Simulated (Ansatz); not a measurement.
**Changing the shape of O2, triplet**

Program: Ansatz, Gaussian basis, development build. Basis cc-pVDZ, nonrelativistic, 2 orbitals frozen in the corrections; active space CAS(12,8). Restricted Hartree–Fock, then the lowest state-specific CASSCF solution met for each case. On stretched bonds single-reference methods can fail or change state. Unlike active orbitals can shift such differences by tenths of an eV, at times by over 1 eV.

Case A: bond length 1.2833 Å.

Case B: bond length 1.1883 Å.

Case C: bond length 1.0932 Å.

Energy less that of case A, in eV:

```tsv
case	RHF/ROHF
B	-0.683
C	-0.487
```

**Question.** Give the SC-NEVPT2 energies against case A.

**Answer.** B: -0.096 eV (-2.2 kcal/mol); C: +0.664 eV (15.3 kcal/mol).

**Question.** Which case is lowest, and do the methods agree?

**Answer.** B is lowest in SC-NEVPT2. Of the methods shown, RHF/ROHF agrees.
